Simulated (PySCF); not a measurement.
**How the method moves the adiabatic energies of losing or gaining an electron of allene**

Structure: `C=C=C` (C3H4).

All levels share the PBE0-D3(BJ)/ma-def2-SVP structures and the PBE0-D3(BJ)/ma-def2-SVP thermal terms; only the single-point energies (PySCF) change. Values are adiabatic energies of losing or gaining an electron (0 K, eV).

Measured (NIST Chemistry WebBook): adiabatic ionisation energy 9.69 eV.

| level | ionisation energy to the radical cation |
| --- | --- |
| TPSS-D3(BJ)/ma-def2-TZVP (grid 3) | 9.30 |
| PBE0-D3(BJ)/cc-pVDZ | 9.32 |
| PBE-D3(BJ)/ma-def2-TZVP | 9.37 |
| PBE0-D3(BJ)/aug-cc-pVDZ | 9.37 |
| PBE0-D3(BJ)/6-31+G* | 9.38 |
| PBE0-D3(BJ)/cc-pVTZ | 9.38 |
| HSE06/ma-def2-TZVP | 9.39 |
| PBE0-D3(BJ)/def2-SVP | 9.39 |
| PBE0-D3(BJ)/def2-TZVP | 9.40 |
| PBE0-D3(BJ)/ma-def2-TZVP | 9.40 |
| PBE0-D3(BJ)/def2-SV(P) | 9.42 |
| B3LYP-D3(BJ)/ma-def2-TZVP | 9.44 |
| PBE0-D3(BJ)/pcseg-1 | 9.47 |
| LDA/ma-def2-TZVP | 9.59 |

The spread: 0.29 eV, from 9.30 to 9.59.
